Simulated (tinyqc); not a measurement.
Worked calculation (part 1 of 2): UKS/LDA (VWN5) in the sto-6g basis, for NH, spin multiplicity 3. Computed by tinyqc, a small Python program that keeps every step (integrals from PySCF). Settings: charge = 0, multiplicity = 3, basis = sto-6g, energy threshold = 1e-10, iteration cap = 58, orthogonalisation = canonical, start = core, DIIS depth = 0, method = UKS, functional = lda,vwn, grid = [40, 14]. Command: `OMP_NUM_THREADS=1 python tinyqc.py 31963 31964 out.jsonl` (the two numbers bound the seeds that draw the settings). One thread of a shared host (Intel(R) Xeon(R) Processor @ 2.60GHz), about 2 s of CPU time with the checks. Later iterations appear only in the table of the cycle.

## One-electron integrals

Geometry (angstrom):
```
atom         x         y         z
N     0.000000  0.000000  0.000000
H     0.000000  0.000000  1.982000
```

Basis sto-6g: exponents (1/bohr^2) and contraction coefficients of normalised primitives:
```
element  l (shell)     exponent  coefficient
N            s (1)  1027.828458     0.009164
N            s (1)   188.451223     0.049361
N            s (1)    52.721861     0.168538
N            s (1)    18.111382     0.370563
N            s (1)     7.033180     0.416492
N            s (1)     2.896652     0.130334
N            s (2)    39.198808    -0.013253
N            s (2)     7.758467    -0.046992
N            s (2)     2.411326    -0.033785
N            s (2)     0.927724     0.250242
N            s (2)     0.402911     0.595117
N            s (2)     0.184684     0.240706
N            p (3)    39.198808     0.003760
N            p (3)     7.758467     0.037679
N            p (3)     2.411326     0.173897
N            p (3)     0.927724     0.418036
N            p (3)     0.402911     0.425860
N            p (3)     0.184684     0.101708
H            s (1)    35.523221     0.009164
H            s (1)     6.513144     0.049361
H            s (1)     1.822143     0.168538
H            s (1)     0.625955     0.370563
H            s (1)     0.243077     0.416492
H            s (1)     0.100112     0.130334
```

Overlap, kinetic and nuclear-attraction integrals over the contracted functions; the nuclear repulsion is the sum of Za Zb / Rab.

nuclear repulsion = 1.86894070 hartree

overlap S:
```
           1N 1s     1N 2s    1N 2px    1N 2py    1N 2pz     2H 1s
1N 1s   1.000000  0.229416  0.000000  0.000000  0.000000  0.006389
1N 2s   0.229416  1.000000  0.000000  0.000000  0.000000  0.108179
1N 2px  0.000000  0.000000  1.000000  0.000000  0.000000  0.000000
1N 2py  0.000000  0.000000  0.000000  1.000000  0.000000  0.000000
1N 2pz  0.000000  0.000000  0.000000  0.000000  1.000000  0.122107
2H 1s   0.006389  0.108179  0.000000  0.000000  0.122107  1.000000
```

kinetic energy T (hartree):
```
            1N 1s      1N 2s    1N 2px    1N 2py     1N 2pz      2H 1s
1N 1s   22.236411  -0.678745  0.000000  0.000000   0.000000  -0.002755
1N 2s   -0.678745   0.632900  0.000000  0.000000   0.000000  -0.016320
1N 2px   0.000000   0.000000  1.901294  0.000000   0.000000   0.000000
1N 2py   0.000000   0.000000  0.000000  1.901294   0.000000   0.000000
1N 2pz   0.000000   0.000000  0.000000  0.000000   1.901294  -0.002062
2H 1s   -0.002755  -0.016320  0.000000  0.000000  -0.002062   0.768522
```

nuclear attraction V (hartree):
```
             1N 1s      1N 2s     1N 2px     1N 2py     1N 2pz      2H 1s
1N 1s   -46.940470  -4.708308   0.000000   0.000000  -0.004371  -0.148357
1N 2s    -4.708308  -7.092227   0.000000   0.000000  -0.052723  -0.487752
1N 2px    0.000000   0.000000  -7.084441   0.000000   0.000000   0.000000
1N 2py    0.000000   0.000000   0.000000  -7.084441   0.000000   0.000000
1N 2pz   -0.004371  -0.052723   0.000000   0.000000  -7.106890  -0.487024
2H 1s    -0.148357  -0.487752   0.000000   0.000000  -0.487024  -3.107528
```

core Hamiltonian H = T + V (hartree):
```
             1N 1s      1N 2s     1N 2px     1N 2py     1N 2pz      2H 1s
1N 1s   -24.704059  -5.387053   0.000000   0.000000  -0.004371  -0.151113
1N 2s    -5.387053  -6.459326   0.000000   0.000000  -0.052723  -0.504072
1N 2px    0.000000   0.000000  -5.183147   0.000000   0.000000   0.000000
1N 2py    0.000000   0.000000   0.000000  -5.183147   0.000000   0.000000
1N 2pz   -0.004371  -0.052723   0.000000   0.000000  -5.205596  -0.489087
2H 1s    -0.151113  -0.504072   0.000000   0.000000  -0.489087  -2.339006
```

## Two-electron integrals

Functions are numbered as in S; the eight-fold symmetry (ij|kl) = (ji|kl) = (kl|ij) leaves the list below.

Two-electron integrals (ij|kl) in chemists' order, unique and non-zero (hartree):
```
(11|11) 4.168742   (21|11) 0.583648   (21|21) 0.104114   (22|11) 0.968487
(22|21) 0.214450   (22|22) 0.708398   (31|31) 0.022075   (32|31) 0.033611
(32|32) 0.156576   (33|11) 0.968488   (33|21) 0.214450   (33|22) 0.708398
(33|33) 0.763241   (41|41) 0.022075   (42|41) 0.033611   (42|42) 0.156576
(43|43) 0.041133   (44|11) 0.968488   (44|21) 0.214450   (44|22) 0.708398
(44|33) 0.680975   (44|44) 0.763241   (51|51) 0.022075   (52|51) 0.033611
(52|52) 0.156576   (53|53) 0.041133   (54|54) 0.041133   (55|11) 0.968488
(55|21) 0.214450   (55|22) 0.708398   (55|33) 0.680975   (55|44) 0.680975
(55|55) 0.763241   (61|11) 0.017128   (61|21) 0.002939   (61|22) 0.005957
(61|33) 0.005942   (61|44) 0.005942   (61|51) 0.000167   (61|52) 0.000333
(61|55) 0.005988   (61|61) 0.000085   (62|11) 0.061761   (62|21) 0.013962
(62|22) 0.053735   (62|33) 0.052595   (62|44) 0.052595   (62|51) 0.001219
(62|52) 0.010295   (62|55) 0.056014   (62|61) 0.000403   (62|62) 0.006405
(63|31) 0.001214   (63|32) 0.007600   (63|53) 0.001883   (63|63) 0.000655
(64|41) 0.001214   (64|42) 0.007600   (64|54) 0.001883   (64|64) 0.000655
(65|11) 0.058973   (65|21) 0.013467   (65|22) 0.054673   (65|33) 0.052472
(65|44) 0.052472   (65|51) 0.002146   (65|52) 0.016615   (65|55) 0.059076
(65|61) 0.000399   (65|62) 0.007753   (65|65) 0.009865   (66|11) 0.266844
(66|21) 0.061212   (66|22) 0.266232   (66|33) 0.259206   (66|44) 0.259206
(66|51) 0.004344   (66|52) 0.051671   (66|55) 0.280283   (66|61) 0.001757
(66|62) 0.047735   (66|65) 0.063527   (66|66) 0.774999
```

## Orthogonalisation

S = U s U^T; canonical form X = U s^(-1/2), so that X^T S X = 1. Each column of U has its largest component positive (the first on a tie).

eigenvalues of S: 0.742710  0.889433  1.000000  1.000000  1.104909  1.262948

X:
```
                1          2         3          4          5         6
1N 1s   -0.704278   0.389182  0.000000   0.000000  -0.346616  0.536965
1N 2s    0.801332  -0.169403  0.000000   0.000000  -0.174268  0.606132
1N 2px   0.000000   0.000000  0.130741   0.991417   0.000000  0.000000
1N 2py   0.000000   0.000000  0.991417  -0.130741   0.000000  0.000000
1N 2pz   0.195674   0.720272  0.000000   0.000000   0.658867  0.155364
2H 1s   -0.412301  -0.652196  0.000000   0.000000   0.566069  0.334563
```

Within a degenerate level the vectors are fixed only up to a rotation; this is one choice.

## Starting guess

The start is the orbitals of the core Hamiltonian; D(s) = C_occ C_occ^T for each spin.

D(alpha) at the start:
```
            1N 1s      1N 2s    1N 2px    1N 2py     1N 2pz      2H 1s
1N 1s    1.055854  -0.243725  0.000000  0.000000  -0.001765   0.010362
1N 2s   -0.243725   1.063378  0.000000  0.000000   0.009003  -0.042702
1N 2px   0.000000   0.000000  1.000000  0.000000   0.000000   0.000000
1N 2py   0.000000   0.000000  0.000000  1.000000   0.000000   0.000000
1N 2pz  -0.001765   0.009003  0.000000  0.000000   1.010274  -0.053611
2H 1s    0.010362  -0.042702  0.000000  0.000000  -0.053611   0.004522
```

D(beta) at the start:
```
            1N 1s      1N 2s    1N 2px    1N 2py     1N 2pz      2H 1s
1N 1s    1.055854  -0.243725  0.000000  0.000000  -0.001765   0.010362
1N 2s   -0.243725   1.063378  0.000000  0.000000   0.009003  -0.042702
1N 2px   0.000000   0.000000  0.000000  0.000000   0.000000   0.000000
1N 2py   0.000000   0.000000  0.000000  0.000000   0.000000   0.000000
1N 2pz  -0.001765   0.009003  0.000000  0.000000   1.010274  -0.053611
2H 1s    0.010362  -0.042702  0.000000  0.000000  -0.053611   0.004522
```

## Iteration 1: exchange-correlation on the grid

Becke grid with 40 radial and 14 angular points per atom, points of zero weight dropped. rho = sum D_ij phi_i phi_j; V_xc,ij = sum w v_xc phi_i phi_j; v_xc is d(rho eps)/d rho(s) for spin s.

The 8 grid points with the largest w rho, of 1103 (bohr, atomic units):
```
x                  y          z         w  rho(alpha)  rho(beta)     eps_xc  v_xc(alpha)
0.000000    0.000000  -1.129387  0.176769    0.188837   0.188837  -0.597495    -0.783431
0.000000    0.000000  -1.303671  0.261081    0.127703   0.127703  -0.529138    -0.693161
0.000000    0.000000   1.129387  0.175314    0.189921   0.189921  -0.598560    -0.784838
0.000000    0.000000   1.303671  0.254841    0.127832   0.127832  -0.529304    -0.693380
0.000000    0.000000   0.972395  0.117533    0.259973   0.259973  -0.660099    -0.866170
0.000000    0.000000  -0.972395  0.117839    0.257801   0.257801  -0.658373    -0.863887
0.000000    0.000000  -1.496596  0.380417    0.079507   0.079507  -0.457012    -0.598011
-0.652052  -0.652052   0.652052  0.198725    0.189531   0.096371  -0.557393    -0.770372
```

electrons on the grid, sum of w rho = 7.992871

E_xc = sum of w rho eps_xc = -7.06409501 hartree

V_xc(alpha) (hartree):
```
            1N 1s      1N 2s     1N 2px     1N 2py     1N 2pz      2H 1s
1N 1s   -2.571593  -0.333321   0.000000   0.000000  -0.000158  -0.010025
1N 2s   -0.333321  -0.716743   0.000000   0.000000  -0.000597  -0.042061
1N 2px   0.000000   0.000000  -0.713227   0.000000   0.000000   0.000000
1N 2py   0.000000   0.000000   0.000000  -0.713227   0.000000   0.000000
1N 2pz  -0.000158  -0.000597   0.000000   0.000000  -0.723761  -0.038506
2H 1s   -0.010025  -0.042061   0.000000   0.000000  -0.038506  -0.094287
```

V_xc(beta) (hartree):
```
            1N 1s      1N 2s     1N 2px     1N 2py     1N 2pz      2H 1s
1N 1s   -2.541371  -0.310969   0.000000   0.000000  -0.000183  -0.009473
1N 2s   -0.310969  -0.608705   0.000000   0.000000  -0.000820  -0.037658
1N 2px   0.000000   0.000000  -0.581678   0.000000   0.000000   0.000000
1N 2py   0.000000   0.000000   0.000000  -0.581678   0.000000   0.000000
1N 2pz  -0.000183  -0.000820   0.000000   0.000000  -0.662748  -0.036380
2H 1s   -0.009473  -0.037658   0.000000   0.000000  -0.036380  -0.093160
```

## Iteration 1: building the Kohn-Sham matrix

J_ij = sum D_kl (ij|kl) with D = D(alpha) + D(beta); F = H + J + V_xc; E = tr D H + tr D J / 2 + E_xc + E_nn.

Coulomb J (hartree):
```
            1N 1s     1N 2s    1N 2px    1N 2py    1N 2pz     2H 1s
1N 1s   14.167681  2.444687  0.000000  0.000000  0.000432  0.069831
1N 2s    2.444687  6.172582  0.000000  0.000000  0.000561  0.447513
1N 2px   0.000000  0.000000  6.145199  0.000000  0.000000  0.000000
1N 2py   0.000000  0.000000  0.000000  6.145199  0.000000  0.000000
1N 2pz   0.000432  0.000561  0.000000  0.000000  6.227348  0.449724
2H 1s    0.069831  0.447513  0.000000  0.000000  0.449724  2.141903
```

F(alpha) (hartree):
```
             1N 1s      1N 2s    1N 2px    1N 2py     1N 2pz      2H 1s
1N 1s   -13.107971  -3.275687  0.000000  0.000000  -0.004096  -0.091306
1N 2s    -3.275687  -1.003488  0.000000  0.000000  -0.052759  -0.098620
1N 2px    0.000000   0.000000  0.248825  0.000000   0.000000   0.000000
1N 2py    0.000000   0.000000  0.000000  0.248825   0.000000   0.000000
1N 2pz   -0.004096  -0.052759  0.000000  0.000000   0.297991  -0.077868
2H 1s    -0.091306  -0.098620  0.000000  0.000000  -0.077868  -0.291390
```

F(beta) (hartree):
```
             1N 1s      1N 2s    1N 2px    1N 2py     1N 2pz      2H 1s
1N 1s   -13.077748  -3.253335  0.000000  0.000000  -0.004121  -0.090755
1N 2s    -3.253335  -0.895449  0.000000  0.000000  -0.052982  -0.094217
1N 2px    0.000000   0.000000  0.380375  0.000000   0.000000   0.000000
1N 2py    0.000000   0.000000  0.000000  0.380375   0.000000   0.000000
1N 2pz   -0.004121  -0.052982  0.000000  0.000000   0.359004  -0.075743
2H 1s    -0.090755  -0.094217  0.000000  0.000000  -0.075743  -0.290263
```

total energy of this density = -53.87887218 hartree

## Iteration 1: diagonalisation and new density

Diagonalise F' = X^T F X, C = X C', fill 5 alpha and 3 beta electrons from the bottom; D(s) = C_occ C_occ^T. Each column has its largest component positive (the first on a tie).

F' = X^T F X (alpha) (hartree):
```
           1          2         3         4          5          6
1  -3.477526   2.303767  0.000000  0.000000  -2.485300   4.534800
2   2.303767  -1.443293  0.000000  0.000000   1.989100  -2.983737
3   0.000000   0.000000  0.248825  0.000000   0.000000   0.000000
4   0.000000   0.000000  0.000000  0.248825   0.000000   0.000000
5  -2.485300   1.989100  0.000000  0.000000  -1.953855   3.425578
6   4.534800  -2.983737  0.000000  0.000000   3.425578  -6.397350
```

orbital energies (alpha) (hartree): MO1 -13.113905, MO2 -0.312867, MO3 -0.167648, MO4 0.248825, MO5 0.248825, MO6 0.322396

coefficients C (alpha):
```
              MO1        MO2        MO3        MO4       MO5        MO6
1N 1s    0.994703  -0.099918  -0.237128   0.000000  0.000000   0.017239
1N 2s    0.022138   0.374457   0.961051   0.000000  0.000000  -0.065332
1N 2px   0.000000   0.000000   0.000000   0.896352  0.443344   0.000000
1N 2py   0.000000   0.000000   0.000000  -0.443344  0.896352   0.000000
1N 2pz   0.000591   0.088654   0.048307   0.000000  0.000000   1.002562
2H 1s   -0.001766   0.877569  -0.474576   0.000000  0.000000  -0.179906
```

F' = X^T F X (beta) (hartree):
```
           1          2         3         4          5          6
1  -3.418858   2.296515  0.000000  0.000000  -2.487137   4.577399
2   2.296515  -1.407693  0.000000  0.000000   2.016878  -2.980611
3   0.000000   0.000000  0.380375  0.000000   0.000000   0.000000
4   0.000000   0.000000  0.000000  0.380375   0.000000   0.000000
5  -2.487137   2.016878  0.000000  0.000000  -1.916833   3.410135
6   4.577399  -2.980611  0.000000  0.000000   3.410135  -6.330635
```

orbital energies (beta) (hartree): MO1 -13.082991, MO2 -0.301216, MO3 -0.073426, MO4 0.380375, MO5 0.380375, MO6 0.383613

coefficients C (beta):
```
              MO1        MO2        MO3        MO4       MO5        MO6
1N 1s    0.995049  -0.058023  -0.249183   0.000000  0.000000   0.019043
1N 2s    0.020747   0.206311   1.010070   0.000000  0.000000  -0.073208
1N 2px   0.000000   0.000000   0.000000  -0.670988  0.741468   0.000000
1N 2py   0.000000   0.000000   0.000000   0.741468  0.670988   0.000000
1N 2pz   0.000574   0.072059   0.071922   0.000000  0.000000   1.002476
2H 1s   -0.001653   0.946655  -0.320274   0.000000  0.000000  -0.170250
```

D(alpha) after iteration 1:
```
            1N 1s      1N 2s    1N 2px    1N 2py     1N 2pz      2H 1s
1N 1s    1.055647  -0.243287  0.000000  0.000000  -0.019725   0.023094
1N 2s   -0.243287   1.064327  0.000000  0.000000   0.079635  -0.127518
1N 2px   0.000000   0.000000  1.000000  0.000000   0.000000   0.000000
1N 2py   0.000000   0.000000  0.000000  1.000000   0.000000   0.000000
1N 2pz  -0.019725   0.079635  0.000000  0.000000   0.010193   0.054874
2H 1s    0.023094  -0.127518  0.000000  0.000000   0.054874   0.995353
```

D(beta) after iteration 1:
```
            1N 1s      1N 2s    1N 2px    1N 2py     1N 2pz      2H 1s
1N 1s    1.055582  -0.243019  0.000000  0.000000  -0.021532   0.023234
1N 2s   -0.243019   1.063236  0.000000  0.000000   0.087525  -0.128228
1N 2px   0.000000   0.000000  0.000000  0.000000   0.000000   0.000000
1N 2py   0.000000   0.000000  0.000000  0.000000   0.000000   0.000000
1N 2pz  -0.021532   0.087525  0.000000  0.000000   0.010366   0.045180
2H 1s    0.023234  -0.128228  0.000000  0.000000   0.045180   0.998734
```

Within a degenerate level the vectors are fixed only up to a rotation; this is one choice.

## Iteration 2: exchange-correlation on the grid

As before.

The 8 grid points with the largest w rho, of 1103 (bohr, atomic units):
```
x                  y         z         w  rho(alpha)  rho(beta)     eps_xc  v_xc(alpha)
-1.129387   0.000000  0.000000  0.176767    0.188557   0.048765  -0.546450    -0.759805
0.000000   -1.129387  0.000000  0.176767    0.188557   0.048765  -0.546450    -0.759805
0.000000    1.129387  0.000000  0.176767    0.188557   0.048765  -0.546450    -0.759805
1.129387    0.000000  0.000000  0.176767    0.188557   0.048765  -0.546450    -0.759805
-1.303671   0.000000  0.000000  0.261074    0.127493   0.033155  -0.483408    -0.670591
0.000000   -1.303671  0.000000  0.261074    0.127493   0.033155  -0.483408    -0.670591
0.000000    1.303671  0.000000  0.261074    0.127493   0.033155  -0.483408    -0.670591
1.303671    0.000000  0.000000  0.261074    0.127493   0.033155  -0.483408    -0.670591
```

electrons on the grid, sum of w rho = 7.985175

E_xc = sum of w rho eps_xc = -6.58057963 hartree

V_xc(alpha) (hartree):
```
            1N 1s      1N 2s     1N 2px     1N 2py     1N 2pz      2H 1s
1N 1s   -2.554112  -0.320020   0.000000   0.000000  -0.001988  -0.009662
1N 2s   -0.320020  -0.649112   0.000000   0.000000  -0.017627  -0.047683
1N 2px   0.000000   0.000000  -0.675632   0.000000   0.000000   0.000000
1N 2py   0.000000   0.000000   0.000000  -0.675632   0.000000   0.000000
1N 2pz  -0.001988  -0.017627   0.000000   0.000000  -0.596063  -0.049891
2H 1s   -0.009662  -0.047683   0.000000   0.000000  -0.049891  -0.505567
```

V_xc(beta) (hartree):
```
            1N 1s      1N 2s     1N 2px     1N 2py     1N 2pz      2H 1s
1N 1s   -2.521801  -0.294761   0.000000   0.000000  -0.002708  -0.009043
1N 2s   -0.294761  -0.522765   0.000000   0.000000  -0.023043  -0.042670
1N 2px   0.000000   0.000000  -0.525833   0.000000   0.000000   0.000000
1N 2py   0.000000   0.000000   0.000000  -0.525833   0.000000   0.000000
1N 2pz  -0.002708  -0.023043   0.000000   0.000000  -0.516630  -0.047531
2H 1s   -0.009043  -0.042670   0.000000   0.000000  -0.047531  -0.505251
```

## Iteration 2: building the Kohn-Sham matrix

As before.

Coulomb J (hartree):
```
            1N 1s     1N 2s    1N 2px    1N 2py    1N 2pz     2H 1s
1N 1s   12.764819  2.138406  0.000000  0.000000  0.017900  0.061467
1N 2s    2.138406  5.289539  0.000000  0.000000  0.150699  0.434319
1N 2px   0.000000  0.000000  5.302529  0.000000  0.000000  0.000000
1N 2py   0.000000  0.000000  0.000000  5.302529  0.000000  0.000000
1N 2pz   0.017900  0.150699  0.000000  0.000000  5.263560  0.463986
2H 1s    0.061467  0.434319  0.000000  0.000000  0.463986  3.145222
```

F(alpha) (hartree):
```
             1N 1s      1N 2s     1N 2px     1N 2py     1N 2pz      2H 1s
1N 1s   -14.493352  -3.568667   0.000000   0.000000   0.011541  -0.099308
1N 2s    -3.568667  -1.818900   0.000000   0.000000   0.080349  -0.117437
1N 2px    0.000000   0.000000  -0.556250   0.000000   0.000000   0.000000
1N 2py    0.000000   0.000000   0.000000  -0.556250   0.000000   0.000000
1N 2pz    0.011541   0.080349   0.000000   0.000000  -0.538099  -0.074992
2H 1s    -0.099308  -0.117437   0.000000   0.000000  -0.074992   0.300650
```

F(beta) (hartree):
```
             1N 1s      1N 2s     1N 2px     1N 2py     1N 2pz      2H 1s
1N 1s   -14.461040  -3.543409   0.000000   0.000000   0.010821  -0.098689
1N 2s    -3.543409  -1.692553   0.000000   0.000000   0.074933  -0.112424
1N 2px    0.000000   0.000000  -0.406451   0.000000   0.000000   0.000000
1N 2py    0.000000   0.000000   0.000000  -0.406451   0.000000   0.000000
1N 2pz    0.010821   0.074933   0.000000   0.000000  -0.458665  -0.072632
2H 1s    -0.098689  -0.112424   0.000000   0.000000  -0.072632   0.300966
```

total energy of this density = -53.86255615 hartree
